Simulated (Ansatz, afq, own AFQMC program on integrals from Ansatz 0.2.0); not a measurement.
## Where AFQMC and coupled cluster stand for BHO, singlet

```yaml
atoms:
  - { symbol: B, position_ang: [-0.1389, 0.0000, 0.6347] }
  - { symbol: O, position_ang: [0.0886, 0.0000, -0.5414] }
  - { symbol: H, position_ang: [0.0838, 0.0000, 1.7861] }
```

Connectivity, by distances: BH–O.

Basis cc-pVDZ. Only valence electrons are correlated. Integrals, coupled cluster, full CI and functionals: Ansatz 0.2.0; the random walks run on the same integrals in our own AFQMC program. The CISD trial takes its coefficients from CCSD amplitudes. Released means that phaseless walkers are propagated on without the constraint, phases kept. Free projection: walkers drawn from exp(T), propagated without any constraint. Its projection time is finite, and what remains of the start isn't in its error. Error bars are statistical, one sigma.

Determinant: RHF, the one that the program's search chose, which needn't be the lowest solution. The geometry is a point of a scan.

No full CI on the walks' own integrals is used here; CCSDT(Q) serves as the reference and is uncertain by about the last step of the cluster series.

Cautions: higher spins were not checked; raised T1 diagnostic (T1 0.023, weight of the determinant 0.90, largest double 0.06).

```
T1 diagnostic                               : 0.0225
weight of the determinant in the CISD state : 0.901
size of the correlated space                : 10 electrons in 31 orbitals
```

```csv
level,correlation energy (eV)
MP2,-7.3111
CCSD,-7.5171
CCSD(T),-7.7682
```

Q: Estimate where free-projection AFQMC lies against CCSD(T) on the same integrals.

A: 2.4 ± 1.7 kJ/mol below CCSD(T). The gap is under twice the noise, so this walk alone can't tell the two apart.

Reference: CCSDT(Q), correlation energy -7.812 eV. The released energy is read at 2.40 1/Eh (meV from the phaseless value at times in 1/Eh: 18 ± 22 at 0.24, 29 ± 17 at 0.51, 29 ± 12 at 0.99, 35 ± 14 at 1.62, 41 ± 15 at 2.40).

```json
{"level": "CCSD(T)", "E − E(reference) (kJ/mol)": "4.2", "share of correlation (%)": "99.44"}
{"level": "CCSDT", "E − E(reference) (kJ/mol)": "2.8", "share of correlation (%)": "99.63"}
{"level": "ph-AFQMC/HF", "E − E(reference) (kJ/mol)": "-10.8 ± 6.1", "share of correlation (%)": "101.43"}
{"level": "ph-AFQMC/CISD", "E − E(reference) (kJ/mol)": "-1.4 ± 2.7", "share of correlation (%)": "100.19"}
{"level": "released AFQMC", "E − E(reference) (kJ/mol)": "2.5 ± 1.4", "share of correlation (%)": "99.67"}
{"level": "free AFQMC", "E − E(reference) (kJ/mol)": "1.8 ± 1.7", "share of correlation (%)": "99.76"}
```

Free projections are given only where their last times agree within the noise and don't stop above the reference; a slow remainder of the start can still hide under it. A walk keeps the symmetry of its determinant, which the program's search chose and which needn't be the lowest solution, so a lower state of the same spin and another symmetry isn't excluded. Released energies are given only where the last usable release times agree within the noise; a slower fall can still hide under it.
